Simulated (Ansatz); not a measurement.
Z-matrix (Å, degrees):
```
Si
F 1 1.589
Cl 1 2.036 2 108.8
H 1 1.475 2 108.3 3 -118.2
H 1 1.475 2 108.3 3 118.2
```

The species carries charge 0 and has multiplicity 1.

Problem. List the PBE0/def2-TZVPP orbital energies in eV (Ansatz). (Best estimate.)

Solution. Ansatz gave: Occupied: -2767.73, -1804.63, -674.23, -259.60, -197.87, -197.75, -197.74, -146.77, -101.49, -101.44, -101.38, -33.65, -23.55, -16.05, -13.33, -13.19, -13.14, -10.96, -10.76, -9.82, -9.27. Lowest empty: 0.05, 0.50, 1.49, 2.22, 4.13, 4.29, 4.46, 5.15.
